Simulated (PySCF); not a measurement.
From HF to CCSD(T): MLi along the second period

HF and CCSD(T) in PySCF with x2c-TZVPPall on every atom, spin-free X2C, for the lowest determinant that a PBE0 search found; no spin–orbit coupling.

| molecule | state (unpaired electrons) | HF Re (Å) | HF ωe (cm⁻¹) | HF De (eV) | CCSD(T) Re (Å) | CCSD(T) ωe (cm⁻¹) | CCSD(T) De (eV) |
| --- | --- | --- | --- | --- | --- | --- | --- |
| LiC | quartet (σ ↑, π ↑↑) | 1.882 | 719 | 1.92 | 1.888 | 698 | 2.52 |
| LiN | triplet (π ↑↑) | 1.853 | 704 | 0.00 | 1.870 | 666 | 1.36 |
| LiO | doublet (π ↑) | 1.677 | 856 | 1.73 | ? | ? | ? |
| LiF | singlet (closed shell) | 1.558 | 941 | 3.83 | 1.572 | 912 | 5.64 |

(1) Estimate the CCSD(T) values of LiO by adding the mean shift from HF to CCSD(T) of the other rows, and compare with the calculation.

(2) What are the mean differences of HF from CCSD(T) over the whole series?

In a basis of this size CCSD(T) is itself not converged; it tends to give bonds that are too long and too weak.

Correlated steps freeze 1 core orbital. Where the molecule has an RHF reference, its open-shell atoms are computed with UHF. A negative De means that the minimum lies above the separated atoms at that level. States were picked by a PBE0 search and need not be the measured ground states.

Answers

(1) The mean shifts are +1.2 pm, -29 cm⁻¹ and +1.26 eV, which give 1.689 Å, 827 cm⁻¹ and 2.99 eV. CCSD(T)/x2c-TZVPPall gives Re = 1.694 Å, ωe = 822 cm⁻¹, De = 3.34 eV.

(2) Re -1.4 pm, ωe +30 cm⁻¹, De -1.34 eV.
